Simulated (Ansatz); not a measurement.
System: fcc Sr. Method: PBEsol (Ansatz, a first-principles code, PAW).

A relaxed, unreconstructed slab of the (100) face has 6 atoms, two equal faces of 17.601 Å² each and an energy of -20952.4230 eV. A bulk cell of 2 atoms with the same orientation and in-plane k mesh has -6984.4272 eV. Energies are extrapolated to zero smearing.

Numerical settings: plane-wave cutoff 500 eV, 14×14×1 k mesh (along the axes of the cell as run), Fermi–Dirac smearing 0.1 eV, scalar-relativistic PAW data made under PBE.

Worked out: γ = (E_slab − N E_bulk per atom)/2A = [-20952.4230 − 6 × (-6984.4272/2)]/(2 × 17.601) = 0.0244 eV/Å². With 16.022 J/m² per eV/Å² this is 0.39 J/m², or 0.43 eV per surface cell and face.
